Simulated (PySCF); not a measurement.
Computed with PySCF and rigid-rotor harmonic-oscillator thermochemistry at 1 bar. The comparison is the NASA 1993 polynomial table, which mixes measured and estimated data. S°(298 K) at PBE0/def2-TZVP differs from the NASA 1993 table for BH₂ (+14 J/mol/K); whether the harmonic model or the table's entry is off was not settled. 6-31G* has spherical d functions here. Open shells (unrestricted): BH₂ (multiplicity 2). B3LYP is the form with VWN-RPA correlation. The harmonic model lacks anharmonicity and excited electronic states, which grow with temperature; levels with a mode under 35 cm⁻¹ are left out. The table's entry may be an old estimate for BH₂ (not checked at source).

Harmonic frequencies at B3LYP/6-31G* (cm⁻¹): 1024, 2610, 2771. Point group C2v; S°(298 K) = 194.1 J/mol/K at this level.

Q: Work out Cp and S° of gaseous BH₂ at 500, 800, 1200, 1600, 2000 K from these, and set them beside the table.

A: 
| T (K) | Cp B3LYP/6-31G* | Cp table | S° B3LYP/6-31G* | S° table |
|---|---|---|---|---|
| 500 | 37.9 | 40.1 | 212.8 | 199.3 |
| 800 | 42.7 | 46.6 | 231.7 | 219.7 |
| 1200 | 48.1 | 52.3 | 250.1 | 239.8 |
| 1600 | 51.4 | 55.8 | 264.4 | 255.4 |
| 2000 | 53.5 | 58.0 | 276.1 | 268.1 |
Units J/mol/K.
